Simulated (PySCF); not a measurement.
Gas-phase reaction: AlH3 + CCl3 + C4H10 (n-butane) ⇌ AlH(CH3)2 + 3 CH2Cl

Energies from PySCF, thermal terms from the rigid-rotor harmonic-oscillator model, ideal gas at 1 bar. S°(298 K) at PBE0/def2-TZVP differs from the NASA 1993 table for C4H10 (n-butane) (-9 J/mol/K); whether the harmonic model or the table's entry is off was not settled. † marks an energy on the PBE0/def2-TZVP geometry and frequencies; other levels use their own. MP2 freezes the core. Open shells (unrestricted): CCl3 (multiplicity 2), CH2Cl (multiplicity 2); the rest are closed-shell singlets. B3LYP is the form with VWN-RPA correlation. Methyl groups turn as free rotors in AlH(CH3)2. AlH3, AlH(CH3)2, CH2Cl: computed as isolated molecules; such fragments, hydroxides, amides, oligomers or adducts are transient or little studied in the gas. MP2 isn't extrapolated to the basis-set limit; its ΔH°(298 K) is 320.4 kJ in def2-SVP and 289.7 kJ in def2-TZVPP. The harmonic model lacks anharmonicity and excited electronic states, which grow with temperature; levels with a mode under 35 cm⁻¹ are left out. Internal rotation in C4H10 (n-butane) is treated as a harmonic vibration of one conformer, which makes the entropy rough.

```json
[
 {"level": "B3LYP/def2-TZVP†", "ΔE electronic, kJ": "258", "ΔH°(298 K), kJ": "235", "ΔS°(298 K), J/K": "241", "ΔG°(2000 K), kJ": "-249"},
 {"level": "BLYP/def2-TZVP†", "ΔE electronic, kJ": "249", "ΔH°(298 K), kJ": "226", "ΔS°(298 K), J/K": "241", "ΔG°(2000 K), kJ": "-258"},
 {"level": "M06-2X/def2-TZVP†", "ΔE electronic, kJ": "284", "ΔH°(298 K), kJ": "262", "ΔS°(298 K), J/K": "241", "ΔG°(2000 K), kJ": "-223"},
 {"level": "MP2/def2-SVP†", "ΔE electronic, kJ": "343", "ΔH°(298 K), kJ": "320", "ΔS°(298 K), J/K": "241", "ΔG°(2000 K), kJ": "-164"},
 {"level": "MP2/def2-TZVPP†", "ΔE electronic, kJ": "313", "ΔH°(298 K), kJ": "290", "ΔS°(298 K), J/K": "241", "ΔG°(2000 K), kJ": "-194"},
 {"level": "PBE/def2-SVP", "ΔE electronic, kJ": "317", "ΔH°(298 K), kJ": "295", "ΔS°(298 K), J/K": "248", "ΔG°(2000 K), kJ": "-201"},
 {"level": "PBE/def2-TZVP†", "ΔE electronic, kJ": "282", "ΔH°(298 K), kJ": "259", "ΔS°(298 K), J/K": "241", "ΔG°(2000 K), kJ": "-225"},
 {"level": "LDA/def2-TZVP†", "ΔE electronic, kJ": "368", "ΔH°(298 K), kJ": "345", "ΔS°(298 K), J/K": "241", "ΔG°(2000 K), kJ": "-139"},
 {"level": "ωB97M-V/def2-TZVP†", "ΔE electronic, kJ": "295", "ΔH°(298 K), kJ": "272", "ΔS°(298 K), J/K": "241", "ΔG°(2000 K), kJ": "-212"}
]
```
ΔH° is lowest at BLYP/def2-TZVP† and highest at LDA/def2-TZVP†. No reference value is set beside these.
